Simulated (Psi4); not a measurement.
**[S4]2+ ([S4]2+): a chain of runs**

Aim: a geometry optimisation (B3LYP-D4/6-31G**), then the harmonic vibrations of [S4]2+ ([S4]2+). The job is set up through an ASE script.

Program for the calculation: Psi4 1.11.

### 1 The system as given

The species is [S4]2+ (4 atoms), meant as a singlet with charge +2. The coordinates come from a GFN2-xTB relaxation. The run starts from this shape.

Bond lengths: S1–S2 2.051 Å, S2–S3 2.051 Å, S1–S4 2.051 Å, S3–S4 2.051 Å. Angles: S1–S2–S3 90.0°, S2–S1–S4 90.0°, S2–S3–S4 90.0°, S1–S4–S3 90.0°.

### 2 A geometry optimisation at B3LYP-D4/6-31G(d,p) (density fitting, Cartesian functions) (run 1)

Contents of s4.xyz:

```xyz
4
S4
S     -0.730680    -0.794970    -0.967900
S      1.248210    -0.367920    -0.639880
S      0.730700     0.795430     0.967650
S     -1.248240     0.367450     0.640120
```

Contents of run.py:

```python
import numpy as np
from ase.calculators.psi4 import Psi4
from ase.io import read
from ase.optimize import BFGS

atoms = read('s4.xyz')
calc = Psi4(atoms=atoms, method='b3lyp-d4', basis='6-31G**', memory='1600MB', num_threads=1, charge=2, multiplicity=1, label='s4')
atoms.calc = calc

opt = BFGS(atoms)
done = opt.run(fmax=0.02, steps=40)
print('converged:', done)
for s, p in zip(atoms.symbols, atoms.positions):
    print(f'{s:2s} {p[0]:12.6f} {p[1]:12.6f} {p[2]:12.6f}')
```

The run is started by

```
$ python run.py
```

s4.dat:

```text
[...]
  Running in c1 symmetry.
[...]
  Nuclear repulsion =  355.580620145427247
[...]
  Multiplicity = 1
[...]
  Nalpha       = 31
  Nbeta        = 31
[...]
    Number of basis functions: 76
[...]
   @DF-RKS iter   1: -1591.87188182117438    1.05513e+00   2.76656e-03 ADIIS/DIIS
[...]
   @DF-RKS iter   8: -1591.89627378688806   -7.52607e-11   1.50796e-09 DIIS
[...]
    Orbital Energies [Eh]
    ---------------------
    Doubly Occupied:
       1A    -89.442513     2A    -89.442507     3A    -89.442507
       4A    -89.442490     5A     -8.502120     6A     -8.502114
       7A     -8.502114     8A     -8.502079     9A     -6.465932
      10A     -6.465861    11A     -6.465861    12A     -6.465796
      13A     -6.462728    14A     -6.462609    15A     -6.462609
      16A     -6.462554    17A     -6.457979    18A     -6.457958
      19A     -6.457958    20A     -6.457944    21A     -1.400561
      22A     -1.238779    23A     -1.238772    24A     -1.043450
      25A     -0.959169    26A     -0.895034    27A     -0.872168
      28A     -0.815056    29A     -0.815053    30A     -0.756516
      31A     -0.756512
[...]
  @DF-RKS Final Energy: -1591.89627378688806
   => Energetics <=
    Nuclear Repulsion Energy =            355.5806201454272468
    One-Electron Energy =               -2876.1957586906846700
    Two-Electron Energy =                1011.0077566302377363
    DFT Exchange-Correlation Energy =     -82.2770573724767473
    Empirical Dispersion Energy =          -0.0118344993913111
    VV10 Nonlocal Energy =                  0.0000000000000000
    Total Energy =                      -1591.8962737868880595
[...]
 Multipole Moments:
 ------------------------------------------------------------------------------------
     Multipole            Electronic (a.u.)      Nuclear  (a.u.)        Total (a.u.)
 ------------------------------------------------------------------------------------
 L = 1.  Multiply by 2.5417464519 to convert [e a0] to [Debye]
 Dipole X            :          0.0000004            0.0000000            0.0000004
 Dipole Y            :          0.0000003           -0.0000000            0.0000003
 Dipole Z            :          0.0000003            0.0000000            0.0000003
 Magnitude           :                                                    0.0000005
[...]
  -Total Gradient:
     Atom            X                  Y                   Z
    ------   -----------------  -----------------  -----------------
       1        0.000035972465     0.000057182121     0.000035892061
       2       -0.000065612649    -0.000007214051     0.000034092149
       3       -0.000035422190    -0.000019703328    -0.000057591097
       4        0.000065063898    -0.000030260165    -0.000012387227
[...]
```

The script printed:

```text
Step     Time          Energy          fmax
BFGS:    0 hh:mm:ss   -43317.698654        0.301509
BFGS:    1 hh:mm:ss   -43317.702524        0.148526
BFGS:    2 hh:mm:ss   -43317.704017        0.003934
converged: True
S     -0.734844    -0.799698    -0.973585
S      1.255446    -0.370044    -0.643672
S      0.734816     0.800023     0.973344
S     -1.255428     0.369710     0.643903
```

Wall time 9.3 s (1 thread of Intel Xeon 6975P-C (Granite Rapids), shared host); peak memory 0.43 GiB.

The path in brief:

| step | energy from the first frame kept (eV) | largest force (eV/Å) |
| --- | --- | --- |
| 0 | 0.0000 | 0.3015 |
| 1 | -0.0039 | 0.1485 |
| 2 | -0.0054 | 0.0039 |

After the run. Bond lengths: S1–S2 2.063 Å, S2–S3 2.063 Å, S1–S4 2.063 Å, S3–S4 2.063 Å. Angles: S1–S2–S3 90.0°, S2–S1–S4 90.0°, S2–S3–S4 90.0°, S1–S4–S3 90.0°.

### 3 Vibrational wavenumbers at B3LYP-D4/6-31G(d,p) (density fitting, Cartesian functions) (run 2)

Contents of run.py:

```python
import numpy as np
from ase.calculators.psi4 import Psi4
from ase import Atoms
from ase.vibrations import Vibrations

mol = Atoms(['S', 'S', 'S', 'S'], positions=[
    [-0.734844, -0.799698, -0.973585],
    [1.255446, -0.370044, -0.643672],
    [0.734816, 0.800023, 0.973344],
    [-1.255428, 0.369710, 0.643903],
])
calc = Psi4(atoms=mol, method='b3lyp-d4', basis='6-31G**', memory='1600MB', num_threads=1, charge=2, multiplicity=1, label='s4')
mol.calc = calc

vib = Vibrations(mol, delta=0.005)
vib.run()
vib.summary()
```

The run is started by

```
$ python run.py
```

s4.dat:

```text
[...]
  Running in c1 symmetry.
[...]
  Nuclear repulsion =  355.445963832352959
[...]
  Multiplicity = 1
[...]
  Nalpha       = 31
  Nbeta        = 31
[...]
    Number of basis functions: 76
[...]
   @DF-RKS iter   1: -1591.87183254059937    1.05200e+00   2.76776e-03 DIIS/ADIIS
[...]
   @DF-RKS iter  10: -1591.89625408646316   -3.25144e-11   9.38869e-09 DIIS
[...]
    Orbital Energies [Eh]
    ---------------------
    Doubly Occupied:
       1A    -89.442551     2A    -89.442519     3A    -89.442493
       4A    -89.442434     5A     -8.502147     6A     -8.502124
       7A     -8.502048     8A     -8.501983     9A     -6.465935
      10A     -6.465866    11A     -6.465808    12A     -6.465730
      13A     -6.462723    14A     -6.462617    15A     -6.462574
      16A     -6.462497    17A     -6.458005    18A     -6.457982
      19A     -6.457890    20A     -6.457817    21A     -1.400165
      22A     -1.239019    23A     -1.238150    24A     -1.043550
      25A     -0.958905    26A     -0.894865    27A     -0.871926
      28A     -0.815228    29A     -0.814780    30A     -0.756672
      31A     -0.756166
[...]
  @DF-RKS Final Energy: -1591.89625408646316
   => Energetics <=
    Nuclear Repulsion Energy =            355.4459638323529589
    One-Electron Energy =               -2875.9312344159279746
    Two-Electron Energy =                1010.8770614720041294
    DFT Exchange-Correlation Energy =     -82.2762117659158037
    Empirical Dispersion Energy =          -0.0118332089764881
    VV10 Nonlocal Energy =                  0.0000000000000000
    Total Energy =                      -1591.8962540864631592
[...]
 Multipole Moments:
 ------------------------------------------------------------------------------------
     Multipole            Electronic (a.u.)      Nuclear  (a.u.)        Total (a.u.)
 ------------------------------------------------------------------------------------
 L = 1.  Multiply by 2.5417464519 to convert [e a0] to [Debye]
 Dipole X            :         -0.0000831            0.0000000           -0.0000831
 Dipole Y            :         -0.0000317            0.0000000           -0.0000317
 Dipole Z            :         -0.0000289           -0.0000000           -0.0000289
 Magnitude           :                                                    0.0000935
[...]
  -Total Gradient:
     Atom            X                  Y                   Z
    ------   -----------------  -----------------  -----------------
       1        0.000502765745    -0.000484281651    -0.000876588594
       2        0.000036115655    -0.000252117135    -0.000170379028
       3       -0.000457553384     0.000005405709    -0.000105647205
       4       -0.000081818640     0.000730824319     0.001152437002
[...]
```

Standard output:

```text
---------------------
  #    meV     cm^-1
---------------------
  0    3.9i     31.4i
  1    0.6i      4.6i
  2    0.6i      4.5i
  3    0.3       2.5
  4    0.6       5.1
  5    3.6      29.4
  6   26.7     215.8
  7   43.9     354.2
  8   60.4     487.0
  9   60.4     487.0
 10   66.6     537.0
 11   72.9     588.1
---------------------
Zero-point energy: 0.168 eV
```

It took 57 s on 1 thread of Intel Xeon 6975P-C (Granite Rapids), shared host; peak memory 0.71 GiB.

### 4 What came out

| quantity | value |
| --- | --- |
| run 1, B3LYP-D4/6-31G**: total energy at the end | -1591.89627 Eh |
| run 1, B3LYP-D4/6-31G**: HOMO energy | -20.59 eV |
| run 1, B3LYP-D4/6-31G**: LUMO energy | -16.60 eV |
| run 1, B3LYP-D4/6-31G**: HOMO–LUMO gap | 3.98 eV |
| run 1, B3LYP-D4/6-31G**: dispersion energy | -31.07 kJ/mol |

The optimisation (run 1, B3LYP-D4/6-31G**) took 2 steps and changed the energy by -0.005 eV.
